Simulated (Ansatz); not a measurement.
in.yaml

```yaml
crystal:
  periodic: [false, false, false]
  atoms:
    - {symbol: Si, position_ang: [-0.011347, 0.000000, 0.572608]}
    - {symbol: N, position_ang: [0.053849, 0.000000, -1.146526]}
    - {symbol: H, position_ang: [0.684273, -1.220684, 1.055828]}
    - {symbol: H, position_ang: [0.684271, 1.220686, 1.055828]}
    - {symbol: H, position_ang: [-1.378529, -0.000001, 1.175249]}
    - {symbol: H, position_ang: [-0.211071, -0.828320, -1.654829]}
    - {symbol: H, position_ang: [-0.211072, 0.828319, -1.654829]}
basis:
  gaussian: {orbitals: cc-pVDZ, point_charges: [{charge: -1.00, position_ang: [4.016, -0.616, 0.185]}]}
magnetization: {spin_polarized: false}
correlation: {method: mp2, electrons: outside_noble_gas}
accuracy: high
```

```sh
$ ansatz run in.yaml --threads 1 --pin off --events-out ev --progress --plain --max-ram 2393MiB
```

Log:

```
1344 factors; integrals over basis functions are off by at most 3.8e-9 eV
mean field evaluation 1: about -9421.5328 eV, gradient 2.8e1 eV
mean field evaluation 2: about -9421.5420 eV, gradient 2.8e1 eV
mean field evaluation 4: about -9423.3496 eV, gradient 2.2e0 eV
mean field evaluation 8: about -9423.3681 eV, gradient 2.0e-4 eV
mean field -9423.36807260 eV, -346.3023892797 hartree, gradient 2.8e-8 eV, S^2 0.000000; 0 other end points of the search recorded, 0 dependent functions left out
6 core orbitals not correlated: weight in the atoms' cores, before any rotation towards them, 1.000 or more for the frozen orbitals, at most 0.000 for the correlated occupied ones
reference -9423.36807260 eV, -346.3023892797 hartree; 7, 7 occupied and 44, 44 virtual orbitals, 1344 factors
second order -7.67725871 eV of doubles, -0.00000000 eV of singles
Total energy: -9431.04533131 eV, -346.5845233335 hartree
```

Ran on 1 thread of Arm Neoverse V1, shared host: 0.93 s wall, 0.1 GiB peak host memory.
